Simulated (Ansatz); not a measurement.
Two isomers of C4H7NS: A = `C#CC(C)(N)S`, B = `C=C(C)SC=N`.

Isolated molecules relaxed with PBE0-D4/def2-TZVP in Ansatz; ΔE leaves out vibrations. CBS: MP2 limit from def2 TZ/QZ plus the TZ coupled-cluster correction, frozen cores. Functionals use def2-TZVPP. B3LYP here is the variant with VWN-RPA as its local correlation; programs differ in this. One conformer a species, not always the lowest.

A:

```xyz
13

C     2.0702    1.0819    0.9448
C     1.0442    0.6730    0.4741
C    -0.1825    0.1456   -0.1320
C    -0.7216   -1.0135    0.6966
N    -0.0033   -0.2987   -1.5049
S    -1.3537    1.5608   -0.1337
H     2.9767    1.4504    1.3634
H     0.0019   -1.8338    0.7009
H    -1.6534   -1.3696    0.2560
H    -0.8995   -0.7009    1.7242
H     0.3577    0.4636   -2.0665
H     0.6789   -1.0501   -1.5307
H    -2.3157    0.8913   -0.7921
```

B:

```xyz
13

C    -1.468   -0.161   -1.463
C    -0.369    0.090   -0.760
C     0.200    1.454   -0.544
S     0.574   -1.286   -0.156
C     0.645   -0.953    1.574
N     1.324   -1.583    2.428
H    -1.841   -1.168   -1.597
H    -2.015    0.648   -1.936
H     1.188    1.533   -1.004
H    -0.454    2.216   -0.970
H     0.330    1.670    0.520
H    -0.005   -0.138    1.899
H     1.891   -2.321    2.011
```

Problem. Which isomer does CCSD(T)/CBS put lower? Give the gap. (An estimate is asked.)

Solution. Computed: B, by 18.7 kcal/mol.

Problem. Give E(B) − E(A) in kcal/mol with CCSD/def2-TZVPP, r2SCAN-D4, MP2/def2-TZVPP, HF/def2-TZVPP, PBE-D4, B3LYP-D4, ωB97M-V. (An estimate is asked.)

Solution. The calculation gave: CCSD/def2-TZVPP -18.0, r2SCAN-D4 -24.9, MP2/def2-TZVPP -16.1, HF/def2-TZVPP -19.6, PBE-D4 -26.1, B3LYP-D4 -23.7, ωB97M-V -19.6. None reverses the order clearly.

Largest T1 diagnostic: 0.013.

From PBE to PBE0 (25 % exact exchange), in def2-TZVPP and without D4, E(B) − E(A) moves by +2.7 kcal/mol.
